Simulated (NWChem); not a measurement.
# ethylamine (C2H7N)

```xyz
10

C      1.1899     0.4470     0.0113
C      0.0408    -0.5497    -0.1004
N     -1.2484     0.1290     0.0017
H      2.1650    -0.0508    -0.1121
H      1.0940     1.2331    -0.7539
H      1.1922     0.9402     0.9989
H      0.1907    -1.3575     0.6509
H      0.0857    -1.0440    -1.0869
H     -2.0130    -0.5374    -0.1092
H     -1.3597     0.5299     0.9348
```
Charge 0, spin multiplicity 1.

The numbers come from NWChem runs, not from measurements. Structure: optimised with B3LYP/def2-SVP, a minimum by its harmonic frequencies. It is one conformer; others weren't searched.

Symmetry labels belong to the abelian group C1 used in the runs, with the axes of the coordinates shown.

The correlated methods keep 3 core orbitals frozen. The Pople sets run with spherical d functions.

Problem. List the 3 singlet excitations that EOM-CCSD/6-31+G* (spherical d), 3 core orbitals frozen gives, with oscillator strengths.

Solution. 
```json
[
 {"state": "1", "symmetry": "a", "energy (eV)": "6.03", "wavelength (nm)": "206", "f": "0.017"},
 {"state": "2", "symmetry": "a", "energy (eV)": "7.24", "wavelength (nm)": "171", "f": "0.026"},
 {"state": "3", "symmetry": "a", "energy (eV)": "7.57", "wavelength (nm)": "164", "f": "0.073"}
]
```
These are the lowest roots of each symmetry, so higher states are missing between them.
